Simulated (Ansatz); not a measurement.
## How far each method lies from UCCSDT(Q) for CH2, triplet

Geometry: that of the CH2, singlet, kept fixed.

```xyz
3

C     0.0000   -0.1011    0.0000
H     0.0000    0.6021   -0.8621
H     0.0000    0.6021    0.8621
```

Basis cc-pVTZ; Ansatz 0.2.0. Only valence electrons are correlated (noble-gas cores frozen), which leaves 6 electrons in 57 orbitals. R marks a restricted (for open shells ROHF) determinant, U an unrestricted one. Active spaces: valence = (6e, 6o) chosen from the atoms' valence shells.

Full CI isn't at hand for all of this; UCCSDT(Q) serves as the reference, and is uncertain by about the last step of the cluster series. The frozen core follows each run's orbitals, which can shift R against U totals by a few meV.

For open shells CISD is restricted-active-space CI with the open shells as a complete middle space.

- UHF ⟨S²⟩: 2.013
- T1 diagnostic (RCCSD): 0.0184
- largest doubles amplitude (RCCSD): 0.038
- T1 diagnostic (UCCSD): 0.0123

```csv
level,E − E(UCCSDT(Q)) (mEh),share of correlation (%),wall time
RHF,145.77,0.00,–
UHF,141.65,2.83,–
RMP2,23.25,84.05,–
UMP2,23.27,84.04,–
CISD,7.28,95.00,1.3 s
RCCSD,4.24,97.09,–
UCCSD,4.17,97.14,–
RCCSD(T),0.62,99.57,2.8 s
UCCSD(T),0.60,99.59,2.7 s
BCCD(T),0.62,99.57,1.4 s
RCCSDT,0.12,99.92,–
UCCSDT,0.08,99.94,–
RCCSDT(Q),0.04,99.97,22 s
CASSCF (valence space),105.15,27.86,–
NEVPT2 (valence space),22.70,84.43,0.57 s
MRCISD (valence space),4.87,96.66,–
MRCISD+Q (valence space),1.13,99.23,1.2 s
```

The correlation energy at UCCSDT(Q), counted from RHF, is -3.967 eV. That run took 20 s on 1 thread of Intel Xeon Platinum 8375C, shared host.

Times hold each run's SCF and search for its determinant on a shared host, so for small cases they say little of a method's own cost; they ran on 1 thread of Intel Xeon Platinum 8375C.

Natural occupations of CASSCF (valence space) about the gap: 1.981 1.970 1.001 1.000 0.026 0.021; effectively unpaired electrons, Σ n²(2−n)², 2.01.
